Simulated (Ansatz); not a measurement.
We consider fluorite CeO2, described by BLYP (plane waves, PAW; Ansatz, a program for electronic structure).

Numerical settings: plane-wave cutoff 520 eV, 12×12×12 k mesh, Fermi–Dirac smearing 0.01 eV, no spin polarisation, scalar-relativistic PAW data made under PBE.

The cell is scaled about its equilibrium volume:

| V (Å³/atom) | P (GPa) | direct gap at Γ (eV) | smallest gap on the k mesh (eV) |
|---|---|---|---|
| 13.292 | 11.37 | 2.892 | 1.963 |
| 13.575 | 7.14 | 2.780 | 1.900 |
| 13.858 | 3.36 | 2.673 | 1.839 |
| 14.140 | -0.04 | 2.572 | 1.781 |
| 14.423 | -3.08 | 2.477 | 1.724 |
| 14.706 | -5.80 | 2.387 | 1.669 |
| 14.989 | -8.24 | 2.301 | 1.616 |

The fundamental gap (1.77 eV at the equilibrium volume, with added k points) lies elsewhere than Γ–Γ.

Measured, for comparison: band gap 3 eV (temperature not stated, not corrected to a static lattice, O 2p to Ce 4f, our sources range from 3.00 to 3.20; as tabulated in Tran et al. (2019), arXiv:1908.01820).

Spin–orbit coupling is not included.
